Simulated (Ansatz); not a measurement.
Reaction (substitution at a C–C bond): `CC(C)CCS` + H₂S → `SCCS` + `CCC`

Gas-phase electronic energies from Ansatz, PBE0-D4/def2-TZVP geometries. CCSD(T)/CBS is the MP2 limit (def2-TZVPP, def2-QZVPP) plus CCSD(T) − MP2 in def2-TZVPP, frozen cores. This one scheme is used for every species. DFT in def2-TZVPP. B3LYP here is the variant with VWN-RPA as its local correlation; programs differ in this. One conformer a species, not always the lowest.

`CC(C)CCS`:

```xyz
18

C    -0.852   -1.751    0.614
C    -0.500   -0.295    0.348
C    -1.577    0.378   -0.489
C     0.876   -0.204   -0.304
C     1.398    1.197   -0.575
S     1.542    2.263    0.885
H    -1.813   -1.837    1.127
H    -0.926   -2.313   -0.323
H    -0.096   -2.238    1.235
H    -0.444    0.228    1.310
H    -2.559    0.256   -0.027
H    -1.402    1.451   -0.599
H    -1.625   -0.062   -1.491
H     0.850   -0.741   -1.263
H     1.602   -0.736    0.321
H     2.367    1.153   -1.075
H     0.727    1.745   -1.240
H     2.432    1.504    1.546
```

H₂S:

Cartesian coordinates in Å:
```
S -0.297 0.059 0.540
H 0.677 -0.751 0.099
H -0.380 0.692 -0.639
```

`SCCS`:

```xyz
10

S     0.205   -1.804   -0.692
C    -0.387   -0.103   -0.851
C    -0.489    0.659    0.456
S     1.093    0.982    1.271
H     1.491   -1.495   -0.459
H    -1.383   -0.197   -1.295
H     0.243    0.430   -1.565
H    -1.154    0.148    1.154
H    -0.910    1.651    0.265
H     1.292   -0.269    1.717
```

`CCC`:

Cartesian coordinates in Å:
```
C -1.214 0.293 -0.304
C -0.055 -0.604 0.097
C 1.254 0.155 0.232
H -1.021 0.777 -1.265
H -1.373 1.083 0.435
H -2.146 -0.269 -0.396
H -0.288 -1.101 1.045
H 0.061 -1.404 -0.642
H 2.076 -0.505 0.520
H 1.177 0.941 0.989
H 1.529 0.635 -0.712
```

```tsv
level	ΔE (kcal/mol)	difference from CCSD(T)/CBS
PBE-D4	1.4	-1.9
r2SCAN-D4	2.2	-1.1
PBE0-D4	2.1	-1.2
B3LYP-D4	1.9	-1.4
ωB97X-V	2.9	-0.4
ωB97M-V	3.1	-0.2
B2PLYP	1.6	-1.7
PBE	0.2	-3.1
r2SCAN	1.7	-1.6
PBE0	1.0	-2.3
B3LYP	0.2	-3.1
HF/def2-TZVPP	1.1	-2.2
MP2/def2-TZVPP	3.9	0.6
SCS-MP2/def2-TZVPP	3.2	-0.1
CCSD/def2-TZVPP	4.0	0.7
CCSD(T)/def2-TZVPP	4.1	0.8
HF/def2-QZVPP	1.1	-2.2
MP2/def2-QZVPP	3.4	0.1
SCS-MP2/def2-QZVPP	2.8	-0.5
HF/CBS(def2)	1.1	-2.2
MP2/CBS(def2)	3.1	-0.2
CCSD/CBS(def2)	3.1	-0.2
CCSD(T)/CBS	3.3	0
```

Largest T1 diagnostic among the species: 0.010.

The D4 term adds +1.7 kcal/mol with B3LYP and +1.1 kcal/mol with PBE0; it sums over pairs of atoms, weighted by their polarisabilities, and B3LYP, whose exchange is more repulsive, gets the larger term. From PBE to PBE0 (25 % exact exchange), in def2-TZVPP and without D4, ΔE moves by +0.8 kcal/mol.
